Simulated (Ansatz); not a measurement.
Worked example: correlation energy of [H···H···CN], doublet

Geometry: a point of a hydrogen-transfer path between rigid fragments, not a stationary point.

```yaml
atoms:
  - { symbol: H, position_ang: [0.0000, 0.0000, -1.5278] }
  - { symbol: H, position_ang: [0.0000, 0.0000, -0.7828] }
  - { symbol: N, position_ang: [0.0000, 0.0000, 1.7353] }
  - { symbol: C, position_ang: [0.0000, 0.0000, 0.5752] }
```

Basis cc-pVDZ; Ansatz 0.2.0. Only valence electrons are correlated (noble-gas cores frozen), which leaves 11 electrons in 36 orbitals. R marks a restricted (for open shells ROHF) determinant.

Full CI isn't at hand for all of this; RCCSDT(Q) serves as the reference, and is uncertain by about the last step of the cluster series.

Runs differ by some tens of microhartree through their thresholds and, for an open shell, their frozen cores, so steps under 0.03 kcal/mol mean nothing.

```json
{"level": "RHF", "total energy (hartree)": "-93.302338"}
{"level": "RMP2", "total energy (hartree)": "-93.612196"}
{"level": "RCCSD", "total energy (hartree)": "-93.624821"}
{"level": "RCCSD(T)", "total energy (hartree)": "-93.638649"}
{"level": "RCCSDT", "total energy (hartree)": "-93.639095"}
{"level": "RCCSDT(Q)", "total energy (hartree)": "-93.640697"}
```

Problem. What is the correlation energy at RCCSDT(Q), and what share of it do RMP2 and RCCSDT recover?

Solution. E(corr) = -93.640697 − (-93.302338) = -0.338359 hartree = -9.207 eV. RMP2: -0.309858 / -0.338359 = 91.58 %. RCCSDT: -0.336757 / -0.338359 = 99.53 %.

Problem. By how many kcal/mol does RCCSD(T) miss RCCSDT(Q) (1 hartree = 627.509 kcal/mol), and which steps make up the rest?

Solution. -93.638649 − (-93.640697) = 0.002048 hartree = 1.29 kcal/mol. Steps: RCCSDT − RCCSD(T) = -0.28, RCCSDT(Q) − RCCSDT = -1.01 kcal/mol. Differences between like states or geometries often cancel part of this.
